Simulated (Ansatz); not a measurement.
**SiNO+ (quintet): wave-function methods side by side, def2-TZVPP**

The task here is to estimate one member of a computed series from the others.

The runs use Ansatz 0.2.0, Gaussian basis; def2-TZVPP, core rule «outside noble gas», up to 7 orbitals frozen.

Plan: UHF; ROHF; CCSD(T) on UHF.

## The system

The geometry is a PBE0/def2-TZVP stationary point (not a proven minimum) of the parent state, kept for this charge and spin.

3 atoms, charge 1, spin multiplicity 5.

Atoms are counted from 1 here; the program's logs count them from 0.

Bond lengths: N1–O2 1.289 Å, O2–Si3 1.710 Å. Angles: N1–O2–Si3 128.1°.

Set-up of the first run:

Contents of in.yaml:

```yaml
crystal:
  periodic: [false, false, false]
  atoms:
    - {symbol: N, position_ang: [0.000000, -0.294753, 1.597255]}
    - {symbol: O, position_ang: [0.000000, 0.427443, 0.529787]}
    - {symbol: Si, position_ang: [0.000000, -0.096502, -1.098380]}
basis:
  gaussian: {orbitals: def2-TZVPP}
total_charge: 1
magnetization: {spin_polarized: true, initial_magnetization: 4}
hamiltonian: {xc: hf}
output: {orbitals: {seedname: orbitals}}
```

Started as:

```bash
> ansatz run in.yaml --threads 1 --pin off --events-out ev --progress --plain --max-ram 4096MiB --backend cpu
```

Steps of the session up to this table: UHF; ROHF; CCSD(T) on UHF.

One of the session's tables, all rows but one given; the rest of the session is left out.

```
  method  from UCCSD(T) (kcal/mol)
    ROHF                   +284.70
     UHF                   +277.07
    UMP2                         ?
   UCCSD                    +13.00
UCCSD(T)                         0
```

Estimate the missing values for UMP2.

As computed: from UCCSD(T) (kcal/mol): +26.08. In the column «from UCCSD(T) (kcal/mol)» it lies between UCCSD (+13.00) and UHF (+277.07).
